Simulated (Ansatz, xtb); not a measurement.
# Relative energy of two structures of BH5OSi

We compare X, a singlet given by its coordinates, with Y, `OB[SiH3]`, a singlet. Both are isolated molecules in the gas phase, relaxed with B3LYP-D4/def2-TZVP; the shapes shown needn't be the lowest conformers.

X (Å):

| atom | x (Å) | y (Å) | z (Å) |
| --- | --- | --- | --- |
| B | -0.0279 | 1.3509 | -0.4844 |
| O | 0.7476 | -0.9988 | 1.4748 |
| Si | 1.0068 | 0.4878 | 0.8361 |
| H | 0.3711 | 2.4261 | -0.8112 |
| H | -0.5359 | 1.4855 | 0.7119 |
| H | -0.7637 | 0.7025 | -1.1613 |
| H | 1.7400 | 1.1918 | 1.9121 |
| H | 0.2817 | -1.6398 | 0.9276 |

Close contacts (Å): B1–Si3 1.89, O2–Si3 1.64, B1–H4 1.19, B1–H5 1.31, B1–H6 1.19, O2–H8 0.96, Si3–H5 1.84, Si3–H7 1.48.

Y (Å):

```xyz
8

B    -0.0339   -0.3168   -1.2577
O    -0.9030   -1.2086   -1.7898
Si    0.0350   -0.0781    0.7547
H     1.4083   -0.3687    1.2469
H    -0.2595    1.3381    1.1014
H    -0.9185   -0.9473    1.4879
H     0.6786    0.3144   -1.9914
H    -0.8755   -1.2638   -2.7525
```

**Question.** Estimate E(Y) − E(X) at the level CCSD(T)/def2-TZVP.

**Answer.** Calculated at CCSD(T)/def2-TZVP: E(Y) − E(X) = −13.5 kcal/mol, so structure Y lies lower.

How the difference moves with the method:

```json
{"level": "B3LYP-D4/def2-TZVP", "geometry": "B3LYP-D4/def2-TZVP", "E(Y) − E(X) (kcal/mol)": "−13.3", "departure from the last row (kcal/mol)": "+0.2", "job, with rough time for the two": "optimisation, 42 s"}
{"level": "HF/def2-TZVP", "geometry": "B3LYP-D4/def2-TZVP", "E(Y) − E(X) (kcal/mol)": "−23.9", "departure from the last row (kcal/mol)": "−10.4", "job, with rough time for the two": "part of the CCSD(T) run"}
{"level": "MP2/def2-TZVP", "geometry": "B3LYP-D4/def2-TZVP", "E(Y) − E(X) (kcal/mol)": "−11.8", "departure from the last row (kcal/mol)": "+1.7", "job, with rough time for the two": "part of the CCSD(T) run"}
{"level": "CCSD(T)/def2-TZVP", "geometry": "B3LYP-D4/def2-TZVP", "E(Y) − E(X) (kcal/mol)": "−13.5", "departure from the last row (kcal/mol)": "", "job, with rough time for the two": "single point, 16 s"}
```

The levels shown agree on the order. The largest departure from CCSD(T)/def2-TZVP is that of HF/def2-TZVP, 10.4 kcal/mol. Levels run at GFN2-xTB geometries aren't shown.

With harmonic frequencies from B3LYP-D4/def2-TZVP (ideal gas, rigid rotor, one conformer each, 298.15 K, 1 atm): on the last row, ΔE + ΔZPE = −13.3, ΔH = −13.2, ΔG = −13.9 kcal/mol.

The correlated steps freeze 7 core orbitals. Mirror images aren't counted in ΔG. Programs: Ansatz 0.2.0; the last row on 2 threads of Arm Neoverse V2 on a shared host.
